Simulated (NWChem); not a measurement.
System: SiH2, singlet; SMILES [SiH2]

Here is an NWChem input.

```
start job
memory heap 200 mb stack 900 mb global 1100 mb
geometry units angstroms noautoz
  Si     0.000000     0.000000     0.180908
  H      1.093423     0.000000    -0.889802
  H     -1.093423     0.000000    -0.889802
end
basis spherical
  * library def2-svpd
end
dft
  xc bhlyp
  iterations 150
end
tddft
  nroots 6
end
task tddft energy
```

Low-valent species are run as closed-shell singlets; no triplet was tried in these runs. Coordinates come from a B3LYP/6-31G* (spherical d) optimisation.

Vertical excitations in the gas phase.

Problem. Predict the main results of this run. (BHandHLYP/def2-SVPD, full TDDFT.) Quantities: lowest excitation, singlet (eV); oscillator strength of that lowest state; lowest state with f > 0.02, singlet (eV); oscillator strength of that bright state; lowest triplet (eV); orbital gap (eV).

Solution. The lowest excitation, singlet (eV) comes out as 2.40. The oscillator strength of that lowest state is 0.014 and the lowest state with f > 0.02, singlet (eV) comes out as 6.50. The oscillator strength of that bright state is 0.183 and the lowest triplet (eV) is 0.48. The orbital gap (eV) is 5.72.
